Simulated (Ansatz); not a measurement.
Species: C$_{2}$H$_{3}$O, SMILES `C[C]=O` (charge 0, multiplicity 2).

Question: Give a relaxed geometry from PBE0-D3(BJ)/def2-TZVP in Ansatz (a quantum-chemistry and plane-wave program).

Answer: the end point of this relaxation (outside a Z-matrix the atoms follow the SMILES, hydrogens last).
Z-matrix (Å, degrees):
```
C
H 1 1.0915
H 1 1.0917 2 107.08
H 1 1.0937 2 110.62 3 120.50
C 1 1.4973 2 108.65 3 -116.94
O 5 1.1755 1 129.26 2 -123.03
```
